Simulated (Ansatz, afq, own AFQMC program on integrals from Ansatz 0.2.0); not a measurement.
NiH$_{2}$O⁺, quartet: AFQMC among the cluster methods

```tsv
atom	x (Å)	y (Å)	z (Å)
Ni	0.0000	0.0000	0.5188
O	0.0000	0.0000	-1.6273
H	0.0000	0.7798	-2.1907
H	0.0000	-0.7798	-2.1907
```

Connectivity, by distances: Ni–OH2.

Basis def2-TZVP. Only valence electrons are correlated. Integrals, coupled cluster, full CI and functionals: Ansatz 0.2.0; the random walks run on the same integrals in our own AFQMC program. ph-AFQMC/CISD is guided by a CISD state made of CCSD amplitudes; releasing the constraint for a short imaginary time cuts its bias at the price of noise, slowly where states lie close. Error bars are statistical, one sigma. The metal's outer-core s and p shells are frozen, which shifts wave-function levels against functionals.

Determinant: UHF, the one that the program's search chose, which needn't be the lowest solution. The geometry is a PBE0/def2-TZVP stationary point of this or a neighbouring charge and spin state.

No full CI on the walks' own integrals is used here. The released AFQMC energy serves as the reference, which it does only where one determinant dominates, the energy is flat over the last release times and near the phaseless one (40 meV or 2 meV an electron, half that with transition metals). On small molecules, where full CI could be run and the noise was under 10 meV, such values lay within 10 meV of it in 19 cases of 20, a flattering rate, since the rule was set on those same cases; what remains of the bias isn't in the error bar.

Cautions: no relativity below Rb; outer-core shells of the metal frozen; lower spins were not checked; higher spins were not checked; the released value is read at 1.20 1/Eh, later times being too noisy (meV from the phaseless value at times in 1/Eh: 3 ± 4 at 0.24, -2 ± 5 at 0.60, 0 ± 6 at 1.20, -8 ± 10 at 1.80, 3 ± 14 at 2.60); released reference can be 30 meV off for metals.

```
T1 diagnostic                               : 0.0121
weight of the determinant in the CISD state : 0.904
⟨S²⟩ of the determinant                     : 3.752
size of the correlated space                : 17 electrons in 78 orbitals
```

Reference: AFQMC with the constraint released, correlation energy -13.406 ± 0.006 eV.

```tsv
level	E − E(reference) (mEh)	share of correlation (%)
HF	492.65 ± 0.21	0.00
MP2	10.96 ± 0.21	97.77
CCSD	11.85 ± 0.21	97.59
CCSD(T)	0.54 ± 0.21	99.89
ph-AFQMC/CISD	0.00 ± 0.26	100.00
```

A walk keeps the symmetry of its determinant, which the program's search chose and which needn't be the lowest solution, so a lower state of the same spin and another symmetry isn't excluded. Released energies are given only where the last usable release times agree within the noise; a slower fall can still hide under it.
